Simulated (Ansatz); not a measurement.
This Ansatz (a first-principles code) input (MP2/aug-cc-pV(Q+d)Z) gives -537.57188 Eh with 387 basis functions. A basis named .json is the Basis Set Exchange file of that set (core-valence sets with the plain set on hydrogen).

Ansatz 0.2 input:
```yaml
crystal:
  periodic: [false, false, false]
  atoms:
    - {symbol: C, position_ang: [0.01118773, 0.75889942, -0.01238914]}
    - {symbol: C, position_ang: [1.30488840, 1.02329449, 0.00343307]}
    - {symbol: Cl, position_ang: [-0.63700773, -0.85323169, 0.00417952]}
    - {symbol: H, position_ang: [-0.75905041, 1.51625302, -0.03695357]}
    - {symbol: H, position_ang: [2.05291747, 0.24314247, 0.02802818]}
    - {symbol: H, position_ang: [1.63880765, 2.05237986, -0.00839007]}
basis:
  gaussian:
    orbitals: aug-cc-pV_Q+d_Z.json
magnetization: {spin_polarized: false}
correlation: {method: mp2, electrons: outside_noble_gas}
```

Change:
```diff
- orbitals: aug-cc-pV_Q+d_Z.json
+ orbitals: aug-pcseg-3
```

**Question.** What does the run give now?

**Answer.** -537.55939 Eh (MP2/aug-pcseg-3, 406 functions), a change of +12.49 mEh.
